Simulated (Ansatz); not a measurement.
System: fluoromethane, CH3F (charge 0, singlet). 
Structure (B3LYP-D3(BJ)/def2-TZVP (Ansatz, a quantum-chemistry and plane-wave program) minimum search):
SMILES: FC
```xyz
5

C     -0.6251     0.0987     0.0634
F      0.7404    -0.1169    -0.0750
H     -0.8995    -0.0428     1.1096
H     -0.8540     1.1182    -0.2499
H     -1.1596    -0.6155    -0.5645
```


Wanted: enthalpy of formation at 298 K (from the atomisation energy, B3LYP-D3(BJ)/def2-TZVP harmonic zero-point and thermal terms from Ansatz, and the atoms' enthalpies of formation in the G2/97 table; no spin-orbit terms, and no core term in the frozen-core levels), in kcal/mol. Cores are frozen in the correlated levels unless marked. UHF or UKS for open shells. Spin-orbit coupling is left out. No relativistic terms. The coupled-cluster limit lacks core correlation, which all-electron functionals hold. Basis-set limits of correlation are two-point, X^-3; Hartree-Fock from the larger set. The bracket is a focal-point correction in the basis named.

| level | program | enthalpy of formation at 298 K (kcal/mol) |
|---|---|---|
| HF/def2-QZVPPD | Ansatz | 52.8 |
| PBE/def2-TZVPD | Ansatz | -62.8 |
| r2SCAN/def2-TZVPD | Ansatz | -55.2 |
| wB97X-V/def2-TZVPD | Ansatz | -55.9 |
| MP2/def2-SVP | Ansatz | -39.2 |
| MP2/aug-cc-pVTZ | Ansatz | -54.7 |
| MP2/def2-QZVPPD | Ansatz | -58.4 |
| CCSD/aug-cc-pVDZ | Ansatz | -28.1 |
| RI-MP2/CBS(def2-TZVPPD,def2-QZVPPD)+[CCSD(T)-MP2]/def2-SVPD | Ansatz | -57.4 |
| CCSD(T)/CBS(def2-TZVPPD,def2-QZVPPD) | Ansatz | -56.0 |
